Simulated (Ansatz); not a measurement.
Species: CH2F2, net charge 1, doublet state. 
Structure (B3LYP-D3(BJ)/def2-TZVP (Ansatz, an electronic-structure program) minimum search):
```
C
F 1 1.2809
F 1 1.2809 2 116.11
H 1 1.1705 2 112.06 3 130.54
H 1 1.1705 4 89.55 3 113.71
```
Charge +1, spin multiplicity 2.

Parts of the frozen-core correlation energy in cc-pwCVTZ (Ansatz, hartree). Frozen orbitals: 3; correlated occupied orbitals by spin: 10 and 9; virtual: 144 and 145. Open shells are spin-unrestricted. Spin-orbit coupling is left out. Non-relativistic.

| term | value |
|---|---|
| reference (HF) | -237.54190 |
| MP2 opposite-spin | -0.49943 |
| MP2 same-spin | -0.17619 |
| CCSD correlation | -0.68107 |
| (T) | -0.02494 |
| T1 diagnostic | 0.022 |
| largest doubles amplitude | 0.026 |
| <S^2> of the reference | 0.765 |
